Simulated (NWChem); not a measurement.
Everything below was run with NWChem. System: hydrogen cyanide (CHN), charge 0, spin multiplicity 1, at a geometry optimised with PBE/def2-SVP. Level: TD-B3LYP/6-31G* (spherical d), VWN1-RPA local correlation.

The NWChem input:

```
start mol
memory heap 200 mb stack 800 mb global 1000 mb
geometry units angstroms nocenter noautoz noautosym
  C      0.000000     0.000000    -0.505970
  N      0.000000     0.000000     0.661277
  H      0.000000     0.000000    -1.593117
end
basis spherical
  * library 6-31g*
end
dft
  xc b3lyp
  semidirect memsize 60000000 filesize 0
  iterations 100
end
tddft
  rpa
  nroots 10
  notriplet
end
task tddft energy
```

Part of the output:

```
             Northwest Computational Chemistry Package (NWChem) 7.3.0
             --------------------------------------------------------

                                NWChem Input Module
                                -------------------

 Scaling coordinates for geometry "geometry" by  1.889725989
 (inverse scale =  0.529177249)

                             Geometry "geometry" -> ""
                             -------------------------

 Output coordinates in angstroms (scale by  1.889725989 to convert to a.u.)

  No.       Tag          Charge          X              Y              Z
 ---- ---------------- ---------- -------------- -------------- --------------
    1 C                    6.0000     0.00000000     0.00000000    -0.50597000
    2 N                    7.0000     0.00000000     0.00000000     0.66127700
    3 H                    1.0000     0.00000000     0.00000000    -1.59311700

 Effective nuclear repulsion energy (a.u.)      23.6045764770

            Nuclear Dipole moment (a.u.)
            ----------------------------
        X                 Y               Z
 ---------------- ---------------- ----------------
     0.0000000000     0.0000000000     0.0000037795


 Summary of "ao basis" -> "" (spherical)
 ------------------------------------------------------------------------------
       Tag                 Description            Shells   Functions and Types
 ---------------- ------------------------------  ------  ---------------------
 *                           6-31g*                   on all atoms

                                 NWChem DFT Module
                                 -----------------

 Summary of "ao basis" -> "ao basis" (spherical)
 ------------------------------------------------------------------------------
       Tag                 Description            Shells   Functions and Types
 ---------------- ------------------------------  ------  ---------------------
 C                           6-31g*                  6       14   3s2p1d
 N                           6-31g*                  6       14   3s2p1d
 H                           6-31g*                  2        2   2s
[...]
     Transition Moments   YY  0.14272  YZ  0.00000  ZZ -1.03354
     Dipole Oscillator Strength                    0.0002256130
     Electric Quadrupole                           0.0000001619
     Magnetic Dipole                               0.0000000000
     Total Oscillator Strength                     0.0002257750

          sigma_e =   1.4025 Angstrom
          sigma_h =   0.9271 Angstrom
         |d_h->e| =   2.1292 Angstrom
            d_exc =   2.7527 Angstrom
            d_CD1 =   2.6046 Angstrom
            d_CD2 =   0.9644 Angstrom
            d_CD3 =   4.8819 Angstrom
     Pearson C.C. =  -0.0837

     Occ.    5  a   ---  Virt.   10  a    0.92117 X
     Occ.    6  a   ---  Virt.    8  a   -0.26968 X
     Occ.    7  a   ---  Virt.    9  a   -0.26968 X
  ----------------------------------------------------------------------------
  Root   9 singlet a              0.500131527 a.u.               13.6093 eV
  ----------------------------------------------------------------------------
     Transition Moments    X -0.00000   Y  0.00000   Z -1.82828
     Transition Moments   XX  0.37607  XY  0.00000  XZ  0.00000
     Transition Moments   YY  0.37607  YZ -0.00000  ZZ  0.55345
     Dipole Oscillator Strength                    1.1144932594
     Electric Quadrupole                           0.0000000070
     Magnetic Dipole                               0.0000000000
     Total Oscillator Strength                     1.1144932664

          sigma_e =   1.5841 Angstrom
          sigma_h =   1.0710 Angstrom
         |d_h->e| =   0.6554 Angstrom
            d_exc =   2.0637 Angstrom
            d_CD1 =   1.1685 Angstrom
            d_CD2 =  -0.6722 Angstrom
            d_CD3 =   2.7191 Angstrom
     Pearson C.C. =  -0.0510

     Occ.    3  a   ---  Virt.   10  a   -0.06603 X
     Occ.    3  a   ---  Virt.   11  a   -0.05732 X
     Occ.    4  a   ---  Virt.   11  a   -0.11463 X
     Occ.    5  a   ---  Virt.   10  a   -0.38471 X
     Occ.    5  a   ---  Virt.   14  a    0.06873 X
     Occ.    5  a   ---  Virt.   15  a    0.11185 X
     Occ.    5  a   ---  Virt.   19  a   -0.05020 X
     Occ.    6  a   ---  Virt.    8  a   -0.65077 X
     Occ.    6  a   ---  Virt.    8  a    0.15703 Y
     Occ.    6  a   ---  Virt.   16  a    0.07254 X
     Occ.    7  a   ---  Virt.    9  a   -0.65077 X
     Occ.    7  a   ---  Virt.    9  a    0.15703 Y
     Occ.    7  a   ---  Virt.   17  a    0.07254 X
  ----------------------------------------------------------------------------
  Root  10 singlet a              0.577686389 a.u.               15.7197 eV
  ----------------------------------------------------------------------------
     Transition Moments    X -0.06668   Y  0.06617   Z -0.00000
     Transition Moments   XX -0.00000  XY  0.00000  XZ -0.28891
     Transition Moments   YY -0.00000  YZ  0.28668  ZZ -0.00000
     Dipole Oscillator Strength                    0.0033987270
     Electric Quadrupole                           0.0000001701
     Magnetic Dipole                               0.0000011685
     Total Oscillator Strength                     0.0034000656

          sigma_e =   1.6377 Angstrom
          sigma_h =   1.1447 Angstrom
         |d_h->e| =   0.0486 Angstrom
            d_exc =   2.0918 Angstrom
            d_CD1 =   0.5416 Angstrom
            d_CD2 =  -1.3426 Angstrom
            d_CD3 =   2.1404 Angstrom
     Pearson C.C. =  -0.1016

     Occ.    4  a   ---  Virt.    8  a    0.63680 X
     Occ.    6  a   ---  Virt.   10  a    0.05663 X
     Occ.    6  a   ---  Virt.   11  a   -0.76623 X

              Target root =      1
          Target symmetry = none
      Ground state energy =    -93.419452130469
        Excitation energy =      0.287005323098
     Excited state energy =    -93.132446807371

  stored tddft:energy   -93.132446807370727

 Task  times  cpu:        8.8s     wall:        8.8s

 Total times  cpu:        8.8s     wall:        8.8s
```
